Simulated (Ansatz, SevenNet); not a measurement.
For zinc-blende CdSe, the machine-learned potential SevenNet-0 (trained on PBE and PBE+U data) gives:

- equilibrium lattice constant a: 6.212 Å
- bulk modulus: 44.9 GPa

Question: What does PBE0 in Ansatz (plane waves, PAW) give for the same quantities?

Answer: 
- lattice constant a: 6.139 Å (decreases by 1.2 %)
- bulk modulus: 51.1 GPa (increases by 14 %)

For comparison: lattice constant a 6.077 Å (measured, room temperature, no zero-point or thermal correction, sources range from 6.052 to 6.084; as tabulated in arXiv:1206.3780).

Changes are worked out from the printed values.

Unless a cell is named, each level is at its own relaxed cell (SevenNet-0 29.96, PBE0 28.91 Å³/atom).

Ansatz's density-functional and Hartree–Fock values are scalar-relativistic unless marked +SOC, with PAW data made under PBE.

Ansatz is a first-principles code.
